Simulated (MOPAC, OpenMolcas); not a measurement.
**CH5AlO (SMILES [CH3][AlH][OH]): methods side by side**

CH5AlO: 8 atoms, total charge 0, spin state singlet. As SMILES, `[CH3][AlH][OH]`. The shape is that of a PBE0-D4/def2-TZVP optimisation. This is one conformer, not always the lowest.

```xyz
8

C    -0.7779    0.9822   -0.0709
Al    0.5797   -0.3942   -0.2399
O     0.5446   -1.6764    0.8768
H    -0.3251    1.9545    0.1493
H    -1.4914    0.7554    0.7243
H    -1.3357    1.1050   -1.0048
H     1.7168   -0.3945   -1.3502
H     1.1812   -2.3891    0.8595
```

Each level gives the dipole moment (D). The values are calculated.

| level | kind | program | value (D) |
| --- | --- | --- | --- |
| MNDO | semi-empirical | MOPAC | 0.94 |
| PM3 | semi-empirical | MOPAC | 0.79 |
| HF/aug-cc-pVDZ | Hartree–Fock | OpenMolcas | 0.78 |
| SVWN5/aug-cc-pVDZ | LDA | OpenMolcas | 0.56 |
| BLYP/aug-cc-pVDZ | GGA | OpenMolcas | 0.54 |
| TPSS/aug-cc-pVDZ | meta-GGA | OpenMolcas | 0.53 |
| PBE0/aug-cc-pVDZ | global hybrid | OpenMolcas | 0.61 |

The values span 0.53 to 0.94 D. Magnitudes only.
